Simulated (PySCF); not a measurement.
Computed Raman spectrum (relative Raman activity) of a molecule C3H6O. Geometry: B3LYP-D3(BJ)/def2-SVP. Other conformers were not sampled. Level of theory: PySCF with B3LYP-D3(BJ)/def2-SVP. Harmonic, unscaled wavenumbers; measured fundamentals usually lie a few per cent lower.

| ν (cm⁻¹) | relative intensity |
|---|---|
| 794 | 4.9 |
| 1438 | 12 |
| 1440 | 12 |
| 1839 | 3.1 |
| 3033 | 100 |
| 3100 | 5.0 |
| 3107 | 47 |
| 3160 | 58 |

**Question.** Pick the molecule that these values belong to.
(A) C1COC1
(B) OC1CC1
(C) C=COC
(D) CC(C)=O

**Answer.** D, CC(C)=O
